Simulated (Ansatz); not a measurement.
Input for Ansatz (a first-principles code): U-CCSDT(Q)/cc-pVDZ on FH2ts, 2S+1 = 2.

Ansatz 0.2 input:
```yaml
crystal:
  periodic: [false, false, false]
  atoms:
    - {symbol: H, position_ang: [0.14656800, -1.12839000, 0.00000000]}
    - {symbol: F, position_ang: [0.00000000, 0.33042200, 0.00000000]}
    - {symbol: H, position_ang: [-0.14656800, -1.84541000, 0.00000000]}
basis:
  gaussian:
    orbitals: cc-pVDZ
magnetization: {spin_polarized: true, initial_magnetization: 1}
correlation: {method: ccsdt_q, electrons: outside_noble_gas}
scf: {omitted_lower_state_checks: [cluster_reference]}
```

Program output:

```
WARN ansatz: RAYON_NUM_THREADS=2 ignored (pool sized by the plan → 2); use --threads N
Functional definition: HF
these checks for a lower state are left out or cut short: cluster_reference
integrals: 0.00 GiB planned
351 factors; integrals over basis functions are off by at most 2.2e-7 eV
mean field: 0.05 GiB planned
mean field evaluation 1: about -2731.7339 eV, gradient 1.5e1 eV
mean field evaluation 2: about -2731.7344 eV, gradient 1.5e1 eV
mean field evaluation 4: about -2733.8929 eV, gradient 4.4e0 eV
mean field evaluation 8: about -2734.2768 eV, gradient 2.9e-1 eV
mean field evaluation 16: about -2733.7895 eV, gradient 1.6e0 eV
mean field evaluation 32: about -2734.2803 eV, gradient 2.2e-5 eV
mean field evaluation 64: about -2733.7436 eV, gradient 2.0e0 eV
mean field evaluation 96: about -2734.2803 eV, gradient 1.1e-3 eV
mean field -2734.28030654 eV, -100.4829479036 hartree, gradient 6.7e-7 eV, S^2 0.763618; 11 other end points of the search recorded, 0 dependent functions left out
1 core orbitals not correlated
reference -2734.28030654 eV, -100.4829479036 hartree; 5, 4 occupied and 18, 19 virtual orbitals, 351 factors
second order -4.80810135 eV of doubles, -0.00000000 eV of singles
coupled cluster: 0.10 GiB planned
cycle   1  -5.17056725 eV  change   -3.6e-1 eV  update   4.9e-2
cycle   2  -5.35547336 eV  change   -1.8e-1 eV  update   1.9e-2
cycle   3  -5.40770847 eV  change   -5.2e-2 eV  update   1.4e-2
cycle   4  -5.40842736 eV  change   -7.2e-4 eV  update   7.9e-3
cycle   5  -5.41348836 eV  change   -5.1e-3 eV  update   3.8e-3
cycle   6  -5.41691739 eV  change   -3.4e-3 eV  update   1.6e-3
cycle   7  -5.41653821 eV  change    3.8e-4 eV  update   5.6e-4
cycle   8  -5.41663392 eV  change   -9.6e-5 eV  update   2.8e-4
cycle   9  -5.41671197 eV  change   -7.8e-5 eV  update   1.7e-4
cycle  10  -5.41667638 eV  change    3.6e-5 eV  update   1.4e-4
cycle  11  -5.41674980 eV  change   -7.3e-5 eV  update   1.3e-4
cycle  12  -5.41677193 eV  change   -2.2e-5 eV  update   1.2e-4
cycle  13  -5.41686356 eV  change   -9.2e-5 eV  update   9.9e-5
cycle  14  -5.41682963 eV  change    3.4e-5 eV  update   5.6e-5
cycle  15  -5.41677863 eV  change    5.1e-5 eV  update   2.4e-5
cycle  16  -5.41675323 eV  change    2.5e-5 eV  update   1.0e-5
cycle  17  -5.41674863 eV  change    4.6e-6 eV  update   5.2e-6
cycle  18  -5.41674709 eV  change    1.5e-6 eV  update   2.6e-6
cycle  19  -5.41674861 eV  change   -1.5e-6 eV  update   1.5e-6
cycle  20  -5.41674921 eV  change   -6.0e-7 eV  update   7.3e-7
cycle  21  -5.41674955 eV  change   -3.4e-7 eV  update   3.7e-7
perturbative correction -0.00512481 eV, -0.0001883332 hartree
Total energy: -2739.70218090 eV, -100.6821981111 hartree
Checks for a lower state left out: cluster_reference
```

Self-consistency was reached.

Cost: around 5 core-seconds (rough).
